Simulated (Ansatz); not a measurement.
C4H7FO can be A, `C=CCOCF`, or B, `C=COC(C)F`.

Isolated molecules relaxed with PBE0-D4/def2-TZVP in Ansatz; ΔE leaves out vibrations. CBS: MP2 limit from def2 TZ/QZ plus the TZ coupled-cluster correction, frozen cores. Functionals use def2-TZVPP. B3LYP here is the variant with VWN-RPA as its local correlation; programs differ in this. One conformer a species, not always the lowest.

A:

```xyz
13

C    -0.929   -1.674    1.557
C    -0.476   -0.458    1.297
C     0.343   -0.113    0.106
O    -0.256    0.995   -0.556
C     0.409    1.396   -1.676
F     1.612    2.002   -1.359
H    -1.492   -1.890    2.457
H    -0.747   -2.503    0.879
H    -0.676    0.362    1.982
H     1.361    0.159    0.413
H     0.410   -0.968   -0.581
H     0.654    0.554   -2.338
H    -0.213    2.138   -2.181
```

B:

```xyz
13

C    -2.2201    0.1001   -0.1259
C    -1.2647    0.4560   -0.9731
O     0.0771    0.4774   -0.7589
C     0.5607   -0.1340    0.3859
C     2.0492   -0.2684    0.2705
F     0.2600    0.6423    1.4892
H    -3.2450    0.1167   -0.4696
H    -2.0329   -0.1802    0.9013
H    -1.4797    0.7841   -1.9834
H     0.0495   -1.0929    0.5371
H     2.4507   -0.7091    1.1831
H     2.3010   -0.9078   -0.5762
H     2.4941    0.7160    0.1199
```

Task: Which isomer does CCSD(T)/CBS put lower? Give the gap. (Estimate.)

Result: The calculation gave: B, by 37.3 kJ/mol.

Task: Give E(B) − E(A) in kJ/mol with B3LYP-D4, CCSD(T)/def2-TZVPP, HF/def2-TZVPP, r2SCAN-D4, MP2/def2-TZVPP, ωB97M-V, CCSD/def2-TZVPP. (Best estimate.)

Result: Ansatz gave: B3LYP-D4 -38.1, CCSD(T)/def2-TZVPP -36.6, HF/def2-TZVPP -29.6, r2SCAN-D4 -45.8, MP2/def2-TZVPP -38.4, ωB97M-V -41.0, CCSD/def2-TZVPP -34.9. None reverses the order clearly.

Largest T1 diagnostic: 0.012.

In def2-TZVPP, CCSD(T) changes the Hartree–Fock value by −7.0 kJ/mol (the triples alone add −1.7 kJ/mol) and MP2 by −8.9 kJ/mol.
